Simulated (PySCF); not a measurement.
## Ionisation energy of S by level of theory

S [Ne] 3s2 3p4 (3P) → S⁺ [Ne] 3s2 3p3 (4S), as a difference of total energies. Computed with PySCF 2.14 in def2-SVP (4s3p1d, 18 functions), with no relativity, point nucleus. Correlated levels: valence: [Ne] frozen. The calculations carry no spin-orbit coupling.

```csv
method,ionisation energy (eV),error (eV)
UHF,9.190,-1.146
B3LYP,10.442,+0.106
r2SCAN,10.354,+0.018
MP2 (valence),9.563,-0.773
SCS-MP2 (valence),9.603,-0.733
CCSD (valence),9.563,-0.773
CCSD(T) (valence),9.568,-0.768
```

Reference: 10.336 eV (measured; NIST levels, between the centres of gravity of the two terms).

Errors of the correlated levels include the incompleteness of this basis and the frozen core.
